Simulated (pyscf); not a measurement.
**Elimination: `[AsH2][InH2]` -> `[AsH]=[InH]` + `[H][H]`**

Gas phase, singlet surface, charge 0. Bonds broken: As1–H3, In2–H5. Bonds formed: H3–H5. Optimised with ωB97X-D3(BJ)/def2-SVP in PySCF.

Transition state (Å):

```xyz
6

As    -0.9825    -0.9788    -1.6128
In    -0.6048     0.9602    -0.0888
H     -0.7624    -1.0564     0.3259
H     -2.3260    -1.1210    -0.9054
H     -1.0191    -0.4809     1.2218
H      0.2858     2.2295     0.6345
```

One imaginary mode, 1676i cm⁻¹; descent along it reached the two sides named.

```
bond    change  reactant side (Å)  saddle  product side
------  ------  -----------------  ------  ------------
As1–H3  breaks              1.519   1.953           3.8
In2–H5  breaks              1.730   1.992           2.9
H3–H5    forms                3.7   1.095         0.762
```

Electronic energies relative to the reactant's lowest minimum found (kcal/mol):

| level | barrier | reaction energy | reverse barrier |
|---|---|---|---|
| ωB97X-D3(BJ)/def2-TZVP | 56.3 | +22.1 | 34.1 |
| PBE/def2-TZVP | 42.8 | +15.7 | 27.2 |
| r²SCAN/def2-TZVP | 46.8 | +18.2 | 28.6 |
| B3LYP-D3(BJ)/def2-TZVP | 49.3 | +17.1 | 32.2 |
| PBE0-D3(BJ)/def2-TZVP | 48.7 | +20.2 | 28.5 |
| M06-2X/def2-TZVP | 49.9 | +16.4 | 33.5 |
| ωB97M-D3(BJ)/def2-TZVP | 54.6 | +22.0 | 32.6 |
| HF/def2-TZVP | 69.2 | +24.5 | 44.7 |

With ωB97M-D3(BJ)/def2-TZVP energies and thermal terms (ideal gas, 1 atm, RRHO with modes under 100 cm⁻¹ raised to 100, one conformer, R ln 2 for chiral ones without a mode under 150 cm⁻¹), in kcal/mol:

| T (K) | ΔH‡ | ΔG‡ | ΔH | ΔG |
|---|---|---|---|---|
| 298 | 52.3 | 52.8 | +20.4 | +12.8 |
| 600 | 51.8 | 53.6 | +20.7 | +4.9 |
| 900 | 51.5 | 54.5 | +20.3 | -2.9 |
| 1200 | 51.1 | 55.6 | +19.6 | -10.5 |

At the saddle there is also a short H–In contact that neither side keeps. HAs=InH lies 22.4 kcal/mol over its isomer H₂As–In [singlet] (electronic energy, ωB97M-D3(BJ)/def2-TZVP). This is the saddle that the search found; another between the same sides may lie lower. Elements up to Kr have no core potential and no relativistic terms here. Elements past Kr carry the def2 core potentials, without spin-orbit coupling.
